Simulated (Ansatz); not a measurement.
System: SiH2, net charge 0, triplet state. This is an excited triplet: at this geometry the singlet lies 0.46 eV lower at CCSD(T)/CBS(aug-cc-pV(T+d)Z,aug-cc-pV(Q+d)Z). 
Coordinates optimised at B3LYP-D3(BJ)/def2-TZVP (Ansatz, an electronic-structure program):
SMILES: [SiH2]
```xyz
3

Si     0.0022    -0.0010     0.0949
H      0.0026     1.2826    -0.6513
H     -0.0339    -1.2684    -0.6777
```
Charge 0, spin multiplicity 3.

Basis-set convergence of Hartree-Fock and CCSD correlation energies (hartree) with Ansatz. Cores are frozen in the correlated levels unless marked. Open shells are spin-unrestricted. No spin-orbit coupling. No relativistic terms.

```csv
basis,functions,E(HF),"E(corr, CCSD)"
aug-cc-pV(D+d)Z,50,-290.01566,-0.09906
aug-cc-pV(T+d)Z,101,-290.02539,-0.11340
aug-cc-pV(Q+d)Z,181,-290.02831,-0.11728
```

Extrapolating the two largest sets (X = 3 and 4) as X^-3: E(corr) = (64·(-0.11728) - 27·(-0.11340))/37 = -0.1201 Eh, an estimate of the basis-set limit. The largest set recovers 97.6 % of it, the smallest 82.5 %.
